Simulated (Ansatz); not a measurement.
# Molecular dynamics, step by step

CH₇NSi, closed shell, revPBE-D4/def2-SVP (Ansatz 0.2.0). Settings (timestep in fs, temperature in K, friction in 1/fs; T counts 30 degrees of freedom, while the starting velocities carry no drift of the centre of mass, so T starts below the set value):

```yaml
hamiltonian: {xc: {name: revPBE}, dispersion: d4}
md: {n_steps: 30, timestep: 1.0, temperature: 100, ensemble: nvt_langevin, seed: 239, friction: 0.05, initial_velocities: maxwell_boltzmann}
```

Start, the saddle point found with PBE0-D4 in triple zeta (not stationary at another level):

```csv
atom,x (Å),y (Å),z (Å)
Si1,-0.7389,0.1700,0.4334
C2,0.8945,1.1010,0.5765
H3,-1.3023,-1.3625,0.4094
N4,-0.4884,-1.3543,-0.6627
H5,-1.5778,0.9621,-0.5238
H6,1.6210,0.5533,1.1798
H7,1.3185,1.2746,-0.4178
H8,0.7320,2.0724,1.0527
H9,0.2279,-2.0132,-0.3907
H10,-0.6865,-1.4035,-1.6569
```

```json
{"step": "0", "time (fs)": "0.00", "potential energy less the start (meV)": "0.0", "kinetic energy (meV)": "116.3", "T (K)": "90"}
{"step": "2", "time (fs)": "2.00", "potential energy less the start (meV)": "14.4", "kinetic energy (meV)": "108.4", "T (K)": "84"}
{"step": "4", "time (fs)": "4.00", "potential energy less the start (meV)": "-2.1", "kinetic energy (meV)": "88.5", "T (K)": "68"}
{"step": "6", "time (fs)": "6.00", "potential energy less the start (meV)": "-1.8", "kinetic energy (meV)": "99.2", "T (K)": "77"}
{"step": "8", "time (fs)": "8.00", "potential energy less the start (meV)": "20.3", "kinetic energy (meV)": "107.1", "T (K)": "83"}
{"step": "10", "time (fs)": "10.00", "potential energy less the start (meV)": "18.1", "kinetic energy (meV)": "97.8", "T (K)": "76"}
{"step": "12", "time (fs)": "12.00", "potential energy less the start (meV)": "0.2", "kinetic energy (meV)": "105.0", "T (K)": "81"}
{"step": "14", "time (fs)": "14.00", "potential energy less the start (meV)": "15.5", "kinetic energy (meV)": "90.8", "T (K)": "70"}
{"step": "16", "time (fs)": "16.00", "potential energy less the start (meV)": "-48.8", "kinetic energy (meV)": "148.6", "T (K)": "115"}
{"step": "18", "time (fs)": "18.00", "potential energy less the start (meV)": "-105.6", "kinetic energy (meV)": "178.7", "T (K)": "138"}
{"step": "20", "time (fs)": "20.00", "potential energy less the start (meV)": "-208.3", "kinetic energy (meV)": "233.8", "T (K)": "181"}
{"step": "22", "time (fs)": "22.00", "potential energy less the start (meV)": "-434.0", "kinetic energy (meV)": "410.2", "T (K)": "317"}
{"step": "24", "time (fs)": "24.00", "potential energy less the start (meV)": "-618.0", "kinetic energy (meV)": "479.6", "T (K)": "371"}
{"step": "26", "time (fs)": "26.00", "potential energy less the start (meV)": "-813.1", "kinetic energy (meV)": "602.6", "T (K)": "466"}
{"step": "28", "time (fs)": "28.00", "potential energy less the start (meV)": "-1029.1", "kinetic energy (meV)": "654.0", "T (K)": "506"}
{"step": "30", "time (fs)": "30.00", "potential energy less the start (meV)": "-993.2", "kinetic energy (meV)": "493.3", "T (K)": "382"}
```

Step 12, positions (Å) and forces (eV/Å):

```
atom       x       y       z      Fx      Fy      Fz
 Si1  -0.758   0.187   0.447  -0.025   1.164   0.199
  C2   0.917   1.129   0.583   0.016  -0.843   0.204
  H3  -1.365  -1.326   0.327  -0.016  -0.652  -0.092
  N4  -0.497  -1.372  -0.677  -0.114  -0.066  -0.318
  H5  -1.571   1.037  -0.527  -0.020  -0.145  -0.088
  H6   1.562   0.434   1.165   0.251   0.257  -0.027
  H7   1.362   1.281  -0.410   0.147  -0.006  -0.379
  H8   0.901   2.101   1.097  -0.240   0.188   0.227
  H9   0.199  -2.061  -0.378   0.062  -0.078   0.240
 H10  -0.658  -1.482  -1.694  -0.062   0.179   0.034
```

Step 24, positions (Å) and forces (eV/Å):

| atom | x | y | z | Fx | Fy | Fz |
| --- | --- | --- | --- | --- | --- | --- |
| Si1 | -0.793 | 0.214 | 0.482 | -0.238 | 1.298 | 1.404 |
| C2 | 0.922 | 1.121 | 0.576 | 0.559 | -0.912 | -0.109 |
| H3 | -1.255 | -1.610 | -0.021 | -1.679 | -1.010 | -0.195 |
| N4 | -0.510 | -1.383 | -0.674 | 0.990 | 0.255 | -0.474 |
| H5 | -1.564 | 0.947 | -0.659 | 0.435 | -0.057 | 0.048 |
| H6 | 1.710 | 0.569 | 1.176 | -0.656 | 0.088 | -0.283 |
| H7 | 1.346 | 1.267 | -0.424 | 0.312 | 0.241 | -0.485 |
| H8 | 0.855 | 2.101 | 1.058 | -0.302 | 0.508 | 0.171 |
| H9 | 0.198 | -2.052 | -0.391 | 0.839 | -0.215 | -0.088 |
| H10 | -0.664 | -1.386 | -1.692 | -0.262 | -0.197 | 0.012 |

Step 28, positions (Å) and forces (eV/Å):

```tsv
atom	x	y	z	Fx	Fy	Fz
Si1	-0.794	0.222	0.502	-0.398	0.726	1.316
C2	0.929	1.111	0.563	0.284	-0.074	-0.934
H3	-1.383	-1.833	-0.244	0.941	0.074	-0.457
N4	-0.517	-1.387	-0.660	-1.015	-1.089	0.361
H5	-1.446	0.963	-0.684	0.167	0.067	-0.144
H6	1.696	0.602	1.184	-0.069	-0.203	-0.004
H7	1.359	1.290	-0.462	0.021	0.079	0.438
H8	0.785	2.097	1.053	-0.151	0.090	-0.097
H9	0.269	-2.036	-0.450	-0.223	0.287	-0.203
H10	-0.715	-1.340	-1.670	0.444	0.042	-0.277
```

Last step (30):

Si1  (-0.798, 0.228, 0.513)
C2  (0.935, 1.104, 0.554)
H3  (-1.435, -1.936, -0.339)
N4  (-0.521, -1.393, -0.652)
H5  (-1.379, 0.978, -0.697)
H6  (1.681, 0.611, 1.197)
H7  (1.384, 1.304, -0.459)
H8  (0.743, 2.106, 1.051)
H9  (0.301, -2.018, -0.479)
H10  (-0.711, -1.310, -1.671)
(Å)

The run took about 17 s on 2 CPU threads (shared host).
